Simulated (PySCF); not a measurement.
**B2H4: structure of the singlet**

The task is one start of a wider search on B2H4: the singlet, from a doubly bridged, planar start. It is relaxed, tested by its Hessian and followed downhill if it is a saddle.

The runs use PySCF 2.14.0; PBE0, basis B def2-TZVP, H def2-TZVP, no relativity, density fitting.

### Step 1. Starting geometry

6 atoms, charge 0, spin multiplicity 1.

Bond lengths: B1–B2 1.692 Å, B1–H3 1.240 Å, B1–H4 1.240 Å, B1–H5 1.170 Å, B2–H3 1.240 Å, B2–H4 1.240 Å, B2–H6 1.170 Å. Angles: B2–B1–H3 47.0°, B2–B1–H4 47.0°, B2–B1–H5 180.0°, H3–B1–H4 94.0°, H3–B1–H5 133.0°, H4–B1–H5 133.0°, B1–B2–H3 47.0°, B1–B2–H4 47.0°, B1–B2–H6 180.0°, H3–B2–H4 94.0°, H3–B2–H6 133.0°, H4–B2–H6 133.0°, B1–H3–B2 86.0°, B1–H4–B2 86.0°.

```xyz
6
charge 0 multiplicity 1
B     0.8458    0.0000    0.0000
B    -0.8458    0.0000    0.0000
H     0.0000    0.9070    0.0000
H     0.0000   -0.9070    0.0000
H     2.0158    0.0000    0.0000
H    -2.0158    0.0000    0.0000
```

### Step 2. Finding the electronic state

One driver script runs all steps and calls PySCF; scf.py shows how it sets up the SCF of each step. The optimiser is the driver's own. After this first run the driver tries any further starts and a stability analysis.

Input file scf.py:

```python
from pyscf import gto, scf, dft
mol = gto.M(atom='''
B      0.845800     0.000000     0.000000
B     -0.845800     0.000000     0.000000
H      0.000000     0.907000     0.000000
H      0.000000    -0.907000     0.000000
H      2.015800     0.000000     0.000000
H     -2.015800     0.000000     0.000000''',
    basis={'B': 'def2-TZVP', 'H': 'def2-TZVP'},
    charge=0, spin=0)
mf = dft.RKS(mol, xc='PBE0')
mf.grids.atom_grid = (50, 194)
aux = {'B': 'def2-universal-JKFIT', 'H': 'def2-universal-JKFIT'}
mf = mf.density_fit(auxbasis=aux)
mf.conv_tol = 1e-08
mf.diis_space = 10
mf.max_cycle = 60
mf.init_guess = 'minao'
mf.verbose = 4
mf.kernel()
```

On the command line:

```sh
$ OMP_NUM_THREADS=2 python axn.py task.json out
```

The program printed:

```text
init E= -52.0006784901297
  HOMO = -0.220354250694735  LUMO = -0.0783565435373177  gap/eV = 3.86395
cycle= 1 E= -51.903316060501  delta_E= 0.0974  |g|= 0.139  |ddm|= 1.61
  HOMO = -0.200300363190165  LUMO = -0.0178881964638986  gap/eV = 4.96369
cycle= 2 E= -51.9082919069691  delta_E= -0.00498  |g|= 0.0863  |ddm|= 0.203
  HOMO = -0.225838813591508  LUMO = -0.0366775200973315  gap/eV = 5.14734
cycle= 3 E= -51.9108168220859  delta_E= -0.00252  |g|= 0.00866  |ddm|= 0.076
  HOMO = -0.224042318278745  LUMO = -0.0349676085127655  gap/eV = 5.14498
cycle= 4 E= -51.9108462377352  delta_E= -2.94e-05  |g|= 0.000783  |ddm|= 0.00899
  HOMO = -0.2241075841978  LUMO = -0.0350258808192105  gap/eV = 5.14518
cycle= 5 E= -51.9108464657734  delta_E= -2.28e-07  |g|= 0.000148  |ddm|= 0.00215
  HOMO = -0.224108497927961  LUMO = -0.0350406824854286  gap/eV = 5.14480
cycle= 6 E= -51.910846473093  delta_E= -7.32e-09  |g|= 6.06e-06  |ddm|= 0.000199
  HOMO = -0.22410609691944  LUMO = -0.0350383794058633  gap/eV = 5.14479
Extra cycle  E= -51.9108464731102  delta_E= -1.72e-11  |g|= 2.32e-06  |ddm|= 2.87e-05
converged SCF energy = -51.9108464731102
```

This step, with its further starts and checks, took 4.5 s on 2 threads of Arm Neoverse V2, shared host.

Energies from each starting density:

| start | energy (Eh) |
| --- | --- |
| the minimal-basis guess | -51.910846 |
| a thermally smeared density | -51.910846 |
| a smeared PBE density | -51.910846 |

No lower closed-shell solution turned up from the other starts or in the test of internal stability.

### Step 3. Relaxation: doubly bridged, planar start, singlet

The program finds D2h symmetry in the start, which this walk keeps. The walk stops when the largest gradient is under 0.0003 Eh/bohr and the energy has settled too.

scf.py: that of step 2 with these lines changed.

```diff
@@ -18 +17,0 @@
-mf.init_guess = 'minao'
```

Steps of the walk:

| step | energy (Eh) | change (kJ/mol) | largest symmetric gradient (Eh/bohr) |
| --- | --- | --- | --- |
| 0 | -51.910846 | 0.00 | 0.08360 |
| 1 | -51.934733 | -62.71 | 0.03603 |
| 2 | -51.938084 | -71.51 | 0.02386 |
| 3 | -51.938733 | -73.22 | 0.00162 |
| 4 | -51.938746 | -73.25 | 0.00030 |
| 5 | -51.938747 | -73.25 | 0.00010 |

The walk took 4.5 s.

End point (D2h, 5 steps, 73.3 kJ/mol gained): B–B 1.487 Å, B–H 1.171 Å (×2), B–H 1.268 Å (×4); B–B–H 54.1° (×4), B–B–H 180.0° (×2), B–H–B 71.8° (×2), H–B–H 108.2° (×2), H–B–H 125.9° (×4).

### Step 4. Hessian and properties

The point is checked on the finer grid, and tightened if its gradient asks for it. The Hessian and the dipole derivatives come from central differences of analytic gradients, with steps of 0.02 bohr.

scf.py: that of step 3 with these lines changed.

```diff
@@ -3,6 +3,6 @@
-B      0.845800     0.000000     0.000000
-B     -0.845800     0.000000     0.000000
-H      0.000000     0.907000     0.000000
-H      0.000000    -0.907000     0.000000
-H      2.015800     0.000000     0.000000
-H     -2.015800     0.000000     0.000000''',
+B      0.743597     0.000000     0.000000
+B     -0.743597     0.000000     0.000000
+H      0.000000     1.026663     0.000000
+H      0.000000    -1.026663     0.000000
+H      1.915076     0.000000     0.000000
+H     -1.915076     0.000000     0.000000''',
@@ -12 +12 @@
-mf.grids.atom_grid = (50, 194)
+mf.grids.atom_grid = (75, 302)
@@ -15 +15 @@
-mf.conv_tol = 1e-08
+mf.conv_tol = 1e-10
```

The driver hands on the density of the step before, so the log starts near convergence.

Log of the central SCF (cycles and frontier levels):

```text
init E= -51.9387300084005
  HOMO = -0.234620883766793  LUMO = -0.0105184134818455  gap/eV = 6.09814
cycle= 1 E= -51.9387300084008  delta_E= -3.13e-13  |g|= 1.16e-08  |ddm|= 4.17e-08
  HOMO = -0.234620886601538  LUMO = -0.0105184145979855  gap/eV = 6.09814
Extra cycle  E= -51.9387300084008  delta_E= 1.42e-14  |g|= 6.75e-09  |ddm|= 1.43e-08
converged SCF energy = -51.9387300084008
```

The whole step took 25 s.

Geometry: D2h; B–B 1.487 Å, B–H 1.171 Å (×2), B–H 1.268 Å (×4); B–B–H 54.1° (×4), B–B–H 180.0° (×2), B–H–B 71.8° (×2), H–B–H 108.2° (×2), H–B–H 125.9° (×4).

Modes, for the most abundant isotopes:

```csv
symmetry,ω (cm⁻¹),IR (km/mol)
b3u,1079i,154
b2g,427,0.0
b3u,626,22.3
b3g,795,0.0
b2u,800,10.1
ag,1253,0.0
b1u,1804,55.0
b3g,2064,0.0
ag,2417,0.0
b2u,2431,10.9
b1u,2822,15.4
ag,2856,0.0
```

1 mode is imaginary, the largest at 1079i cm⁻¹: a saddle point, not a minimum.

Properties at this point:

| Quantity | Value |
| --- | --- |
| Dipole moment | 0.00 D |
| Highest occupied level | -6.38 eV |
| Lowest empty level | -0.29 eV |
| Rotational constants | 7.935, 0.8615, 0.7771 cm⁻¹ |
| Zero-point energy (real modes) | 109.4 kJ/mol |
| Principal polarisabilities | 24.3, 34.4, 45.4 bohr³ |
| Atomisation energy without zero-point energy | 1832 kJ/mol |
| Principal traceless quadrupole moments about the centre of mass | -4.93, 1.00, 3.93 D Å |

Populations by atom (charges in e):

```json
{"atom": "B1", "Mulliken": "-0.27", "Löwdin": "-0.36", "polar tensor": "-0.05", "Mayer order to B1": "–"}
{"atom": "B2", "Mulliken": "-0.27", "Löwdin": "-0.36", "polar tensor": "-0.05", "Mayer order to B1": "1.70"}
{"atom": "H3,4", "Mulliken": "0.20", "Löwdin": "0.27", "polar tensor": "0.06", "Mayer order to B1": "0.47"}
{"atom": "H5", "Mulliken": "0.07", "Löwdin": "0.09", "polar tensor": "0.00", "Mayer order to B1": "0.97"}
{"atom": "H6", "Mulliken": "0.07", "Löwdin": "0.09", "polar tensor": "0.00", "Mayer order to B1": "0.02"}
```

Outer orbital energies (eV). occupied: -185.08, -185.04, -18.94, -13.13, -12.46, -11.46, -6.38; empty: -0.29, 0.58, 0.88, 1.84.

Mulliken populations on B1: s 2.91, p 2.29, d 0.06, f 0.01.

### Step 5. Leaving the saddle point

The atoms are moved a little along the softest imaginary mode and relaxed again.

The program finds C2v symmetry in the start, which this walk keeps. Threshold on the gradient: 0.0003 Eh/bohr, with a further test on the energy change.

scf.py: that of step 4 with these lines changed.

```diff
@@ -3,6 +3,6 @@
-B      0.743597     0.000000     0.000000
-B     -0.743597     0.000000     0.000000
-H      0.000000     1.026663     0.000000
-H      0.000000    -1.026663     0.000000
-H      1.915076     0.000000     0.000000
-H     -1.915076     0.000000     0.000000''',
+B      0.743597    -0.000000     0.011804
+B     -0.743597     0.000000     0.011804
+H      0.000000     1.026663    -0.120000
+H     -0.000000    -1.026663    -0.120000
+H      1.915076    -0.000000    -0.008945
+H     -1.915076     0.000000    -0.008945''',
@@ -12 +12 @@
-mf.grids.atom_grid = (75, 302)
+mf.grids.atom_grid = (50, 194)
@@ -15 +15 @@
-mf.conv_tol = 1e-10
+mf.conv_tol = 1e-08
```

Steps of the walk:

| step | energy (Eh) | change (kJ/mol) | largest symmetric gradient (Eh/bohr) |
| --- | --- | --- | --- |
| 0 | -51.941194 | 0.00 | 0.01004 |
| 1 | -51.960364 | -50.33 | 0.01410 |
| 2 | -51.965570 | -64.00 | 0.01309 |
| 3 | -51.967200 | -68.28 | 0.01084 |
| 4 | -51.967884 | -70.07 | 0.00535 |
| 5 | -51.968095 | -70.63 | 0.00036 |
| 6 | -51.968097 | -70.63 | 0.00003 |

The walk took 6.4 s.

After 6 steps and 70.6 kJ/mol it ends at C2v: B–B 1.460 Å, B–H 1.176 Å (×2), B–H 1.347 Å (×4); B–B–H 57.2° (×4), B–B–H 174.0° (×2), B–H–B 65.6° (×2), H–B–H 83.7° (×2), H–B–H 119.0° (×4).

### Step 6. Frequencies

As before: finer grid, then central differences.

scf.py: that of step 5 with these lines changed.

```diff
@@ -3,6 +3,6 @@
-B      0.743597    -0.000000     0.011804
-B     -0.743597     0.000000     0.011804
-H      0.000000     1.026663    -0.120000
-H     -0.000000    -1.026663    -0.120000
-H      1.915076    -0.000000    -0.008945
-H     -1.915076     0.000000    -0.008945''',
+B      0.730071    -0.000000     0.062855
+B     -0.730071     0.000000     0.062855
+H      0.000000     0.898493    -0.625670
+H     -0.000000    -0.898493    -0.625670
+H      1.899344    -0.000000    -0.060946
+H     -1.899344     0.000000    -0.060946''',
@@ -12 +12 @@
-mf.grids.atom_grid = (50, 194)
+mf.grids.atom_grid = (75, 302)
@@ -15 +15 @@
-mf.conv_tol = 1e-08
+mf.conv_tol = 1e-10
```

SCF at the final geometry:

```text
init E= -51.9681539615696
  HOMO = -0.274532507274424  LUMO = 0.00897798130492492  gap/eV = 7.71471
cycle= 1 E= -51.9681539615694  delta_E= 2.27e-13  |g|= 6.25e-07  |ddm|= 1.07e-06
  HOMO = -0.27453280355101  LUMO = 0.00897783631870263  gap/eV = 7.71472
Extra cycle  E= -51.9681539615697  delta_E= -2.98e-13  |g|= 5.23e-07  |ddm|= 8.86e-07
converged SCF energy = -51.9681539615697
```

The whole step took 25 s on 2 threads of Arm Neoverse V2, shared host.

Geometry: C2v; B–B 1.460 Å, B–H 1.176 Å (×2), B–H 1.347 Å (×4); B–B–H 57.2° (×4), B–B–H 174.0° (×2), B–H–B 65.6° (×2), H–B–H 83.7° (×2), H–B–H 119.0° (×4).

Harmonic modes (main isotopes):

```json
{"symmetry": "b1", "ω (cm⁻¹)": "566", "IR (km/mol)": "28.0", "μ (u)": "1.61"}
{"symmetry": "a2", "ω (cm⁻¹)": "687", "IR (km/mol)": "0.0", "μ (u)": "1.64"}
{"symmetry": "a1", "ω (cm⁻¹)": "730", "IR (km/mol)": "4.8", "μ (u)": "1.07"}
{"symmetry": "b2", "ω (cm⁻¹)": "792", "IR (km/mol)": "1.4", "μ (u)": "1.06"}
{"symmetry": "a1", "ω (cm⁻¹)": "1115", "IR (km/mol)": "0.8", "μ (u)": "1.09"}
{"symmetry": "a2", "ω (cm⁻¹)": "1303", "IR (km/mol)": "0.0", "μ (u)": "1.01"}
{"symmetry": "a1", "ω (cm⁻¹)": "1367", "IR (km/mol)": "2.7", "μ (u)": "4.27"}
{"symmetry": "b1", "ω (cm⁻¹)": "1372", "IR (km/mol)": "186", "μ (u)": "1.07"}
{"symmetry": "a1", "ω (cm⁻¹)": "2128", "IR (km/mol)": "14.6", "μ (u)": "1.03"}
{"symmetry": "b2", "ω (cm⁻¹)": "2136", "IR (km/mol)": "36.5", "μ (u)": "1.07"}
{"symmetry": "b1", "ω (cm⁻¹)": "2791", "IR (km/mol)": "31.5", "μ (u)": "1.09"}
{"symmetry": "a1", "ω (cm⁻¹)": "2830", "IR (km/mol)": "0.0", "μ (u)": "1.16"}
```

All wavenumbers are real: a minimum.

Properties at this point:

* Dipole moment: 0.89 D
* Highest occupied level: -7.47 eV
* Lowest empty level: 0.24 eV
* Rotational constants: 6.714, 0.8475, 0.817 cm⁻¹
* Zero-point energy: 106.6 kJ/mol
* Principal polarisabilities: 26.8, 29.0, 40.9 bohr³
* Atomisation energy without zero-point energy: 1910 kJ/mol
* Principal traceless quadrupole moments about the centre of mass: -2.47, 1.18, 1.29 D Å
* Entropy at 298.15 K and 1 bar: 227.2 J/(mol K)
* Heat capacity Cp at 298.15 K: 50.2 J/(mol K)
* Enthalpy at 298.15 K above 0 K: 11.31 kJ/mol
* Rotational symmetry number: 2

Charges (e) and bond orders:

```
atom  Mulliken  Löwdin  polar tensor  Mayer order to B1
  B1     -0.22   -0.35          0.17                  –
  B2     -0.22   -0.35          0.17               1.66
H3,4      0.16    0.27         -0.14               0.48
  H5      0.07    0.08         -0.03               0.97
  H6      0.07    0.08         -0.03               0.02
```

Mulliken populations on B1: s 2.99, p 2.15, d 0.07, f 0.01.

### Step 7. Stability of the closed shell

At the lowest minimum the closed shell is tested against spin polarisation, on the (50, 194) grid. It is stable.

### Step 8. The points found, side by side

| spin | group | bonds | imaginary modes (cm⁻¹) | ΔE (kJ/mol) | with zero-point energy |
| --- | --- | --- | --- | --- | --- |
| singlet | C2v | B–B 1.460 Å, B–H 1.176 Å (×2), B–H 1.347 Å (×4) | none | 0.0 | 0.0 |
| singlet | D2h | B–B 1.487 Å, B–H 1.171 Å (×2), B–H 1.268 Å (×4) | 1079i | 77.3 | – |

### Step 9. What came out

| quantity | value |
| --- | --- |
| minimum | singlet, C2v |
| geometry | B–B 1.460 Å, B–H 1.176 Å (×2), B–H 1.347 Å (×4); B–B–H 57.2° (×4), B–B–H 174.0° (×2), B–H–B 65.6° (×2), H–B–H 83.7° (×2), H–B–H 119.0° (×4) |
| wavenumbers (cm⁻¹) | 566 (b1), 687 (a2), 730 (a1), 792 (b2), 1115 (a1), 1303 (a2), 1367 (a1), 1372 (b1), 2128 (a1), 2136 (b2), 2791 (b1), 2830 (a1) |
| dipole moment | 0.89 D |
| highest occupied, lowest empty level | -7.47, 0.24 eV |
| polar-tensor charge of B1 | +0.17 e |
| zero-point energy | 106.6 kJ/mol |
| entropy at 298.15 K | 227.2 J/(mol K) |
| atomisation energy (no zero-point energy) | 1910 kJ/mol |

**Reading.** The doubly bridged, planar start (D2h) ends in a minimum of C2v symmetry, after a stop at a saddle point 77.3 kJ/mol higher, from which it was pushed off along an imaginary mode. In the infrared the band at 1372 cm⁻¹ (b1) leads. Other starts or spin states, not run here, may lie lower.

The search up to here took 66 s.
